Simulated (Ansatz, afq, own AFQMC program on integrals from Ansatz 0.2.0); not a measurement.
## H2O⁻, doublet in aug-cc-pVDZ, levels against CCSDT(Q)

```yaml
atoms:
  - { symbol: O, position_ang: [0.0000, -0.0210, 0.0000] }
  - { symbol: H, position_ang: [0.0000, 0.1664, 0.9592] }
  - { symbol: H, position_ang: [0.0000, 0.1664, -0.9592] }
```

Basis aug-cc-pVDZ. Only valence electrons are correlated. AFQMC by an in-house program on the Cholesky factors that Ansatz 0.2.0 writes for its CCSD(T) run. ph-AFQMC/CISD is guided by a CISD state made of CCSD amplitudes; releasing the constraint for a short imaginary time cuts its bias at the price of noise, slowly where states lie close. ± is one standard error of the sampling.

Determinant: UHF, the one that the program's search chose, which needn't be the lowest solution. The geometry is a point of a scan.

No full CI on the walks' own integrals is used here; CCSDT(Q) serves as the reference and is uncertain by about the last step of the cluster series.

Cautions: the ph-AFQMC/CISD walk drifts between its halves (2.4 errors).

The T1 diagnostic is 0.0222. The weight of the determinant in the CISD state is 0.924. The ⟨S²⟩ of the determinant is 0.751. The size of the correlated space is 9 electrons in 40 orbitals.

```csv
level,correlation energy (eV)
MP2,-6.2564
CCSD,-6.4406
CCSD(T),-6.6176
```

Question: Estimate where phaseless AFQMC with the Hartree–Fock trial lies against CCSD(T) on the same integrals.

Answer: 1.17 ± 1.39 kcal/mol below CCSD(T). The gap is under twice the noise, so this walk alone can't tell the two apart.

Reference: CCSDT(Q), correlation energy -6.641 eV. The released energy is read at 2.40 1/Eh (meV from the phaseless value at times in 1/Eh: -3 ± 16 at 0.24, 3 ± 13 at 0.51, 16 ± 13 at 0.99, 4 ± 13 at 1.62, -5 ± 23 at 2.40).

```tsv
level	E − E(reference) (kcal/mol)	share of correlation (%)
CCSD(T)	0.54	99.64
CCSDT	0.34	99.78
ph-AFQMC/HF	-0.63 ± 1.39	100.41
ph-AFQMC/CISD	-0.24 ± 0.32	100.16
released AFQMC	-0.35 ± 0.53	100.23
```

A walk keeps the symmetry of its determinant, which the program's search chose and which needn't be the lowest solution, so a lower state of the same spin and another symmetry isn't excluded. Released energies are given only where the last usable release times agree within the noise; a slower fall can still hide under it.
